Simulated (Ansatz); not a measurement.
A calculation with Ansatz (development build ahead of 0.2.0).

```yaml
crystal:
  periodic: [false, false, false]
  atoms:
    - { symbol: F, position_ang: [-1.09959, -0.72411, 0.13453] }
    - { symbol: H, position_ang: [-0.35321, -0.76637, 0.64365] }
    - { symbol: F, position_ang: [1.09432, 0.71052, -0.11539] }
    - { symbol: H, position_ang: [0.35171, 0.76253, -0.62927] }
basis:
  gaussian: { orbitals: def2-SVP }
magnetization:
  spin_polarized: true
  initial_magnetization: 2
hamiltonian:
  xc: hf
output:
  forces: true
```

The input is written out in the form of the current development build from the run's settings.

The run gave:

```yaml
Converged: yes
Total_energy: -199.50072 hartree
Spin_squared_of_the_determinant: 2.004
Stability_test: minimum
```

Forces (eV/Å):
```
atom       Fx      Fy      Fz
  F1   -0.222  -0.688   0.629
  H2   -0.548  -0.190  -0.125
  F3   12.107  -0.799   8.322
  H4  -11.337   1.677  -8.826
```
